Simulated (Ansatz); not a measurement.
## Worked example: the enthalpy of formation of C2H3FO (acetyl fluoride)

C2H3FO has 7 atoms, charge 0, and is taken as a singlet. SMILES: `CC(=O)F`. Geometry: relaxed at PBE0-D4/def2-TZVP.

Total energies at BLYP/aug-cc-pVDZ (Ansatz 0.2.0); the atoms run unrestricted:

| species | state | energy (Eh) |
| --- | --- | --- |
| C2H3FO | singlet | -253.076943 |
| C | triplet | -37.840849 |
| O | triplet | -75.065593 |
| F | doublet | -99.729775 |
| H | doublet | -0.497007 |

Harmonic wavenumbers at PBE0-D4/def2-TZVP, in cm⁻¹: 127, 417, 577, 609, 862, 1009, 1066, 1219, 1396, 1458, 1466, 1940, 3075, 3146, 3195.

Measured heats of formation of the gaseous atoms at 298.15 K, in kJ/mol: C 716.9, O 249.2, F 79.4, H 218.0. Spin-orbit lowering of the atoms at 298 K (mean of the ground term's levels less their thermal mean, from spectra), in kJ/mol: C 0.02, O 0.40, F 1.29. Take 1 Eh = 2625.50 kJ/mol, 1 cm⁻¹ = 0.0119627 kJ/mol, RT = 2.479 kJ/mol.

What heat of formation follows?


1. Electronic atomisation energy: 2 × (-37.840849) + (-75.065593) + (-99.729775) + 3 × (-0.497007) − (-253.076943) = 1.108856 Eh = 2911.3 kJ/mol.
2. Zero-point energy: half the sum of the wavenumbers, 10781 cm⁻¹ = 129.0 kJ/mol.
3. Thermal vibrational enthalpy, Σ hcν̃/(exp(hcν̃/kT) − 1): 3.9 kJ/mol. Translation, rotation and pV of a non-linear molecule: 4 RT = 9.9 kJ/mol.
4. The 7 free atoms carry 5/2 RT each: 43.4 kJ/mol.
5. Spin-orbit coupling lowers the free atoms by 2 × 0.02 + 0.40 + 1.29 = 1.7 kJ/mol.
6. Atomisation enthalpy at 298 K: 2911.3 − 1.7 − 129.0 − 3.9 − 9.9 + 43.4 = 2810.2 kJ/mol.
7. Sum of the atoms' heats of formation: 2416.4 kJ/mol. Heat of formation: 2416.4 − 2810.2 = -393.8 kJ/mol.

The tabulated value is -442.1 kJ/mol (CRC Handbook of Chemistry and Physics), so this level is off by +48.3 kJ/mol, or 1.7 % of the atomisation enthalpy that the table implies (2858.4 kJ/mol). Anharmonicity and any spin-orbit splitting of the molecule are left out.
